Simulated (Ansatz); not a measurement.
System: fluorite CdF2. Method: B3LYP (VWN-RPA form) (Ansatz, a program for electronic structure, plane waves, PAW).

Input:

Ansatz 0.2 input:
```yaml
crystal:
  lattice:
    - [0.0, 2.7725537151, 2.7725537151]
    - [2.7725537151, 0.0, 2.7725537151]
    - [2.7725537151, 2.7725537151, 0.0]
  atoms:
    - { symbol: Cd, position: [0.0, 0.0, 0.0] }
    - { symbol: F, position: [0.25, 0.25, 0.25] }
    - { symbol: F, position: [0.75, 0.75, 0.75] }
basis:
  ecutwfc: 460
  ecutrho_ratio: 4
  xc_grid: 2
kpoints:
  mp_grid: { grid: [8, 8, 8] }
hamiltonian:
  xc: b3lyp
  dispersion: none
  pseudopotentials: { kind: paw }
scf:
  occupations: { method: fermi_dirac, width: 0.01 }
  convergence: { dr2_threshold: 0.0000000003 }
output:
  forces: true
  stress: true
  eigenvalues: true
```

Excerpt of the program's output:

```
WARN output.stress: scf.exx.energy_threshold = 1e-6 eV is looser than the 3e-8 eV advised for a stress under a hybrid functional (1e-8 eV for each atom of the …
Crystal: 3 atoms, lattice volume = 42.626 Å³
Basis set: ecut = 460 eV, 941 PW (Γ), exchange–correlation on 60×60×60 points (8 copies of the dense FFT grid, shifted against one another)
Bands: 21, of which v1, the nominal top of the filled ones, is band 17 counted from 1 (16 counted from 0)
Symmetry: 48 space group operations
Space group: Fm-3m (ITA 225), of the structure as read, at distance tolerance 3.5e-5 Å
k-points: 29 of 512
Functional: x = 0.1 slater + 0.9 b88, c = 0.19 vwn_rpa + 0.81 lyp, warm-up for x = 0.08 slater + 0.72 b88 + 0.2 exact, c = 0.19 vwn_rpa + 0.81 lyp
SCF iter   1: F=—  HF=-9888.153045 eV  |F-HF|=—  |Δ(HF+E_count)|=         —  Δρ=1.15e-2  dr2=2.67e-2
SCF iter   2: F=—  HF=-9888.147907 eV  |F-HF|=—  |Δ(HF+E_count)|=   5.14e-3  Δρ=5.75e-3  dr2=1.09e-2
  ...
Crystal: 3 atoms, lattice volume = 42.626 Å³
Initial density: handed on by an earlier stage of this run
Functional: x = 0.08 slater + 0.72 b88 + 0.2 exact, c = 0.19 vwn_rpa + 0.81 lyp
Crystal: 3 atoms, lattice volume = 42.626 Å³
SCF iter   4: F=—  HF=-9891.344851 eV  |F-HF|=—  |Δ(HF+E_count)|=   2.43e-9  Δρ=1.76e-6  dr2=6.22e-10
SCF iter   5: F=-9891.344851 eV  HF=-9891.344851 eV  |F-HF|=0.00e0  |Δ(HF+E_count)|=  1.91e-10  Δρ=8.05e-8  dr2=3.58e-11
SCF 3 converged in 5 iterations: F = -9891.344851 eV  dr2 = 3.58e-11
Free energy (F): -9891.344851 eV
Internal energy: -9891.344851 eV  (E = F + TS)
E sigma→0 (E₀):  -9891.344851 eV
Fermi energy:    6.186512 eV
--- Forces (eV/Å), atoms counted from 1 ---
  atom   1  Cd     0.00000000    -0.00000000    -0.00000000
  atom   2  F     -0.00000000     0.00000000    -0.00000000
  atom   3  F     -0.00000000    -0.00000000    -0.00000000
--- Stress (GPa, compression-positive) ---
       -4.141494       0.000000      -0.000000
        0.000000      -4.141494      -0.000000
        0.000000       0.000000      -4.141494
  P = ⅓ Tr σ = -4.1415 GPa (-41.415 kbar)
```

The cell is one volume of an energy–volume scan, off the minimum.

The PAW data were made under PBE.

Computing time: about 2.3 core-minutes (a rough figure).
